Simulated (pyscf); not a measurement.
HS–GeH₃ + SbH₂• → H₃Ge–S–SbH₂ + H• (substitution at S; doublet surface; H–S broken, S–Sb formed). Structures and frequencies: ωB97X-D3(BJ)/def2-SVP in PySCF. Energies in kJ/mol from the separated reactants.

```json
[
 {"level": "ωB97X-D3(BJ)/def2-TZVP", "barrier": "113.3", "reaction energy": "+104.8"},
 {"level": "PBE/def2-TZVP", "barrier": "115.5", "reaction energy": "+126.0"},
 {"level": "r²SCAN/def2-TZVP", "barrier": "[?]", "reaction energy": "[?]"},
 {"level": "PBE0-D3(BJ)/def2-TZVP", "barrier": "117.6", "reaction energy": "+123.0"},
 {"level": "M06-2X/def2-TZVP", "barrier": "154.0", "reaction energy": "+150.5"},
 {"level": "ωB97M-D3(BJ)/def2-TZVP", "barrier": "[?]", "reaction energy": "+143.7"}
]
```

**Question.** Some entries are withheld; supply them.

**Answer.** 
- r²SCAN/def2-TZVP, barrier: 117.8
- r²SCAN/def2-TZVP, reaction energy: +134.6
- ωB97M-D3(BJ)/def2-TZVP, barrier: 149.2

At PBE, r²SCAN, PBE0-D3(BJ) this geometry lies under the product side: in single points on another level's saddle the reverse barrier vanishes, and the forward threshold there is about the reaction energy. This is the saddle that the search found; another between the same sides may lie lower. The angle at the attacked S is 166°. Elements up to Kr have no core potential and no relativistic terms here. Elements past Kr carry the def2 core potentials, without spin-orbit coupling.
